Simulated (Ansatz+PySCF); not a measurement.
The numbers below are computed, except where a source is named.
Input for PySCF 2.14.0:

```python
from pyscf import gto, scf, mp

mol = gto.M(atom="""
C 0.000000 0.000000 -0.966930
O 0.000000 0.000000 0.725200
""", basis='cc-pvdz', charge=0, spin=0)
mf = scf.RHF(mol)
mf.kernel()
pt = mp.MP2(mf, frozen=2).run()
print(mf.e_tot, pt.e_corr, pt.e_tot)
```

The script is written out from the run's settings.

The run gave:

```json
{
  "Converged": "yes",
  "Reference energy": "-112.44356 hartree",
  "Correlation energy": "-0.36323 hartree",
  "Total energy": "-112.80679 hartree"
}
```

Caution: large share of triples, a single reference is doubtful; an unrestricted determinant lies well below.
